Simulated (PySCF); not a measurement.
Numbering as in the mapped SMILES `[NH2:1][c:2]1[cH:3][cH:4][s:5][cH:6]1` (H(Xn): hydrogen on atom n).

Geometry: PBE0-D3(BJ)/def2-TZVP; GIAO shifts from PySCF 2.14.0 with density-fitted response routines, gas phase, non-relativistic, averaged over equivalent atoms.

At B97-2/pcSseg-2 (293 basis functions, 34 s wall time on 1 thread of an Intel Xeon Platinum 8375C, shared host):
```
atoms  δ (ppm)
   N1     63.4
   C2    153.5
   C4    133.5
   C3    125.0
   C6    103.6
   S5    210.8
H(C4)     7.16
H(C3)     6.75
H(C6)     6.00
H(N1)     3.34
```

δ = σ(ref) − σ, references computed at the same level: 15N (261.75 ppm) against NH3; 13C (185.38 ppm) and 1H (31.64 ppm) vs TMS; 33S (517.10 ppm) vs CS2.

Estimate the result of repeating the calculation with wB97X-D/pcSseg-2.

Results:


```tsv
atoms	δ at wB97X-D/pcSseg-2	change
N1	60.9	-2.5
C2	158.7	+5.2
C4	140.0	+6.5
C3	129.3	+4.3
C6	108.3	+4.7
S5	214.0	+3.2
H(C4)	7.30	+0.14
H(C3)	6.79	+0.04
H(C6)	6.12	+0.12
H(N1)	3.27	-0.07
```

Chemical shifts δ = σref − σ; 15N (σref 262.16) against NH3; 13C (σref 186.29) and 1H (σref 31.63) vs TMS; 33S (σref 510.68) vs CS2, all at this level.

The largest change is at C4 (aromatic CH next to the ring sulfur). Cost: 293 basis functions, 46 s wall time on 1 thread of an Intel Xeon Platinum 8375C, shared host. The order of the carbon signals is the same at both levels.

Experimental scales use liquid or dissolved standards, which lie at an offset from isolated NH3 (liquid NH3: subtract about 20 ppm).
